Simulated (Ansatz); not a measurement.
# Potassium, bcc under LDA: testing the Fermi-Dirac smearing

A convergence test of the Fermi-Dirac smearing width. The geometry was relaxed under LDA beforehand and stays fixed; 6 values are run, from 0.01 to 1.0 eV. Wanted are the values from which on the energy stays within 10 and 1 meV/atom, and the pressure within 0.5 GPa, of the narrowest run. Within the series other settings stay, but some runs also write fields, which adds to their time. Spin polarisation is left out.

Computed with Ansatz 0.2.0 (DFT LDA, plane waves with PAW, scalar-relativistic, unless a step says otherwise).

## (1) The starting structure

It takes space group Im-3m (No. 229, cubic). Conventional cell: a = 5.048 Å, b = 5.048 Å, c = 5.048 Å, α = 90.00°, β = 90.00°, γ = 90.00°. Around K (site symmetry m-3m) lie 8 K at 4.37 Å.

Coordinates:

```cif
data_structure
_symmetry_space_group_name_H-M 'P 1'
_symmetry_Int_Tables_number 1
_cell_length_a 4.3720
_cell_length_b 4.3720
_cell_length_c 4.3720
_cell_angle_alpha 109.471
_cell_angle_beta 109.471
_cell_angle_gamma 109.471
_cell_volume 64.33
loop_
_atom_site_label
_atom_site_type_symbol
_atom_site_fract_x
_atom_site_fract_y
_atom_site_fract_z
_atom_site_occupancy
K1 K 0.00000 0.00000 0.00000 1
```

## (2) Width 0.01 eV

The run at 0.01 eV.

input.yaml reads:

```yaml
crystal:
  lattice:
    - [-2.5241928768, 2.5241928768, 2.5241928768]
    - [2.5241928768, -2.5241928768, 2.5241928768]
    - [2.5241928768, 2.5241928768, -2.5241928768]
  atoms:
    - { symbol: K, position: [0.0, 0.0, 0.0] }
hamiltonian:
  xc: lda
  pseudopotentials:
    kind: paw
    azcp:
      K: "pseudopotentials/K.paw.azcp"
basis:
  ecutwfc: 420
  fft_grid_basis: typed
kpoints:
  mp_grid: { grid: [9, 9, 9], shift: [0, 0, 0] }
magnetization:
  spin_polarized: false
scf:
  occupations: { method: fermi_dirac, width: 0.01 }
  lower_state_search: "off"
output:
  stress: true
```

Started as:

```sh
> ansatz run input.yaml --threads 2 --pin off --max-ram 5120MiB --backend cpu --events-out ev --progress --plain --runs-dir out
```

## (3) Width 0.03 eV

The run at 0.03 eV.

Edit input.yaml of step 2 so:

```diff
@@ -21,3 +21,3 @@
 scf:
-  occupations: { method: fermi_dirac, width: 0.01 }
+  occupations: { method: fermi_dirac, width: 0.03 }
   lower_state_search: "off"
@@ -25 +25,5 @@
   stress: true
+  write_density: true
+  write_potential: true
+  elf: true
+  volumetric_format: npy
```

## (4) Width 0.2 eV

The run at 0.2 eV.

Edit input.yaml of step 3 so:

```diff
@@ -21,3 +21,3 @@
 scf:
-  occupations: { method: fermi_dirac, width: 0.03 }
+  occupations: { method: fermi_dirac, width: 0.2 }
   lower_state_search: "off"
```

## (5) Width 0.3 eV

The run at 0.3 eV.

Edit input.yaml of step 4 so:

```diff
@@ -21,3 +21,3 @@
 scf:
-  occupations: { method: fermi_dirac, width: 0.2 }
+  occupations: { method: fermi_dirac, width: 0.3 }
   lower_state_search: "off"
```

## (6) Width 0.6 eV

The run at 0.6 eV.

Edit input.yaml of step 5 so:

```diff
@@ -21,3 +21,3 @@
 scf:
-  occupations: { method: fermi_dirac, width: 0.3 }
+  occupations: { method: fermi_dirac, width: 0.6 }
   lower_state_search: "off"
@@ -25,5 +25 @@
   stress: true
-  write_density: true
-  write_potential: true
-  elf: true
-  volumetric_format: npy
```

## (7) Width 1.0 eV

The run at 1.0 eV.

Edit input.yaml of step 6 so:

```diff
@@ -21,3 +21,3 @@
 scf:
-  occupations: { method: fermi_dirac, width: 0.6 }
+  occupations: { method: fermi_dirac, width: 1.0 }
   lower_state_search: "off"
```

(Steps that only read results are left out.)

Q: Predict the outcome of this session.

**Answer**, as computed:

```
                                           quantity                       value
       E(σ → 0) stays within 10 meV/atom of 0.01 eV                up to 0.6 eV
                   E(σ → 0) stays within 1 meV/atom               up to 0.03 eV
                      pressure stays within 0.5 GPa                up to 0.6 eV
                                pressure at 0.01 eV                   -0.02 GPa
energy of a separate run on a finer mesh (15×15×15)  +3.1 meV/atom from 0.01 eV
```

The far end, 1.0 eV, lies -90.3 meV/atom and +0.8 GPa from the yardstick. The free energy F moves by -1131.5 meV/atom over the range, and the estimate for σ → 0 by -90.3. With this scheme F falls about as the square of the width. The mesh (9×9×9) is fixed, so the narrowest widths carry a k-point error of their own. The yardstick itself is unsettled by 3.1 meV/atom against the finer mesh, so the thresholds above hold only within this series, and wider smearing, which averages over more states, can land nearer the fine-mesh value than the narrowest does. The cell taken over is 10 % smaller than the measured one (71.32 Å³/atom, COD), which weighs on all values here.
